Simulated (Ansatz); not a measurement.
Molecular dynamics of BH3OSi

input.yaml

```yaml
crystal:
  periodic: [false, false, false]
  atoms:
    - { symbol: B, position_ang: [0.254956, -0.524089, -0.853027] }
    - { symbol: Si, position_ang: [-0.222527, 0.463815, 0.749646] }
    - { symbol: O, position_ang: [0.23256, 1.966272, 1.077554] }
    - { symbol: H, position_ang: [-0.126548, -1.628731, -1.016967] }
    - { symbol: H, position_ang: [0.932031, -0.041041, -1.689213] }
    - { symbol: H, position_ang: [-1.070471, -0.236224, 1.731996] }
basis:
  gaussian: { orbitals: STO-3G }
hamiltonian:
  xc: pbe
  dispersion: d4
md:
  timestep: 1.0
  n_steps: 266
  ensemble: nve
  temperature: 400.0
  initial_velocities: maxwell_boltzmann
  seed: 684461
```

Command:

```bash
$ ansatz run input.yaml --threads 1 --pin off --max-ram 2048MiB --backend cpu --events-out ev --progress --plain --runs-dir out
```

It starts from a relaxed structure.

Output, in part (step lines, the closing report, with atoms numbered from 0):

```
md step     0: t =     0.00 fs  T =   400.0 K  F+E_penalty+E_count = -10511.23497288 eV  E_kin = 0.206816 eV  conserved = -10511.02815689 eV  (42 SCF iters)
[... lines left out ...]
Total energy: -10511.16025716 eV, -386.2780147305 hartree
Atom 0 at     0.247224    -0.539228    -0.862623 Å, force     0.532028     0.397389    -0.211747 eV/Å
Atom 1 at    -0.195234     0.446752     0.755207 Å, force     0.690274     1.667834    -0.073564 eV/Å
Atom 2 at     0.195287     2.007085     1.080591 Å, force    -0.322734    -1.524383    -0.323994 eV/Å
Atom 3 at    -0.520574    -1.346092    -1.234663 Å, force    -0.025077    -0.226722    -0.122502 eV/Å
Atom 4 at     1.217604    -0.310717    -1.535942 Å, force    -0.562144    -0.114329     0.389566 eV/Å
Atom 5 at    -1.047956    -0.259199     1.696174 Å, force    -0.312348    -0.199789     0.342240 eV/Å
Dipole moment:    -0.067232    -0.233526     0.013884 e Å
```

The steps, from the saved trajectory:

| time (fs) | T (K) | potential energy less start (eV) | conserved less start (meV/atom) |
| --- | --- | --- | --- |
| 0.0 | 400 | 0.000 | 0.00 |
| 8.0 | 110 | 0.153 | 0.52 |
| 16.0 | 286 | 0.060 | 0.14 |
| 24.0 | 148 | 0.134 | 0.53 |
| 32.0 | 232 | 0.087 | 0.14 |
| 40.0 | 126 | 0.144 | 0.43 |
| 48.0 | 239 | 0.084 | 0.10 |
| 56.0 | 124 | 0.145 | 0.45 |
| 64.0 | 175 | 0.118 | 0.22 |
| 72.0 | 183 | 0.115 | 0.40 |
| 80.0 | 180 | 0.115 | 0.23 |
| 88.0 | 175 | 0.118 | 0.30 |
| 96.0 | 252 | 0.078 | 0.26 |
| 104.0 | 210 | 0.100 | 0.33 |
| 112.0 | 198 | 0.107 | 0.38 |
| 120.0 | 266 | 0.071 | 0.23 |
| 128.0 | 190 | 0.111 | 0.36 |
| 136.0 | 267 | 0.070 | 0.14 |
| 144.0 | 150 | 0.132 | 0.44 |
| 152.0 | 236 | 0.086 | 0.20 |
| 160.0 | 87 | 0.165 | 0.51 |
| 168.0 | 271 | 0.067 | 0.08 |
| 176.0 | 107 | 0.154 | 0.46 |
| 184.0 | 211 | 0.098 | 0.11 |
| 192.0 | 151 | 0.132 | 0.52 |
| 200.0 | 229 | 0.089 | 0.16 |
| 208.0 | 142 | 0.136 | 0.49 |
| 216.0 | 287 | 0.059 | 0.08 |
| 224.0 | 160 | 0.127 | 0.44 |
| 232.0 | 283 | 0.062 | 0.17 |
| 240.0 | 134 | 0.141 | 0.50 |
| 248.0 | 340 | 0.032 | 0.15 |
| 256.0 | 92 | 0.162 | 0.42 |
| 264.0 | 303 | 0.051 | 0.14 |

All steps were run. The conserved energy stayed within 0.54 meV per atom of its start (net change 0.23 meV per atom), so the integration is sound. The temperature averaged 0.51 of the 400 K drawn at the start: a run that starts near a minimum puts about half its kinetic energy into the potential. A run of 0.27 ps of so small a system gives no equilibrium averages. Limits of this set-up: minimal basis.

The same pairs are bonded in the first frame and the last. Pairs count as bonded within 1.25 times the sum of covalent radii (0.12 Å more for H–H).

Last frame:

```xyz
6
Properties=species:S:1:pos:R:3
B 0.247 -0.539 -0.863
Si -0.195 0.447 0.755
O 0.195 2.007 1.081
H -0.521 -1.346 -1.235
H 1.218 -0.311 -1.536
H -1.048 -0.259 1.696
```

Run time: 2.9 min on 1 thread of Arm Neoverse V1 (shared host), peak memory 0.08 GiB.
